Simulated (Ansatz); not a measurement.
C2H6Si can be A, `CC[SiH]`, or B, `C=C[SiH3]`.

Isolated molecules relaxed with PBE0-D4/def2-TZVP in Ansatz; ΔE leaves out vibrations. CCSD(T)/CBS adds triple-zeta CCSD(T) − MP2 to the extrapolated MP2 energy (def2 sets, frozen cores). Functionals use def2-TZVPP. B3LYP here is the variant with VWN-RPA as its local correlation; programs differ in this.

A:

```xyz
9

C     0.529   -0.680    0.432
C     0.183    0.654   -0.216
Si   -1.343    0.833   -1.318
H     1.360   -0.591    1.138
H     0.823   -1.418   -0.319
H    -0.330   -1.088    0.969
H     1.055    1.108   -0.698
H    -0.106    1.388    0.567
H    -2.172   -0.206   -0.555
```

B:

```xyz
9

C    -0.040   -1.310    0.817
C     0.596   -0.240    0.347
Si   -0.222    1.037   -0.729
H    -1.087   -1.496    0.592
H     0.452   -2.047    1.445
H     1.645   -0.112    0.609
H    -0.174    2.379   -0.088
H    -1.640    0.647   -0.950
H     0.470    1.143   -2.043
```

Question: Which isomer does CCSD(T)/CBS put lower? Give the gap. (An estimate is asked.)

Answer: The calculation gave: B, by 97.8 kJ/mol.

Question: Give E(B) − E(A) in kJ/mol with BLYP-D4, r2SCAN-D4, B3LYP-D4, LDA (SPW92), MP2/def2-TZVPP, ωB97M-V, PBE-D4. (Estimate.)

Answer: The calculation gave: BLYP-D4 -98.0, r2SCAN-D4 -104.5, B3LYP-D4 -98.3, LDA (SPW92) -80.8, MP2/def2-TZVPP -101.6, ωB97M-V -88.5, PBE-D4 -88.1. None reverses the order clearly.

Question: Does the order hold for the free energy at 298.15 K (harmonic terms from PBE0-D4)? (Best estimate.)

Answer: The calculation gave: Yes: G(B) − G(A) = -107.3 kJ/mol.

Largest T1 diagnostic: 0.012.

From r2SCAN to r2SCAN0 (25 % exact exchange), in def2-TZVPP and without D4, E(B) − E(A) moves by +4.7 kJ/mol. In def2-TZVPP, CCSD(T) changes the Hartree–Fock value by +17.4 kJ/mol (the triples alone add −2.3 kJ/mol) and MP2 by +11.3 kJ/mol.
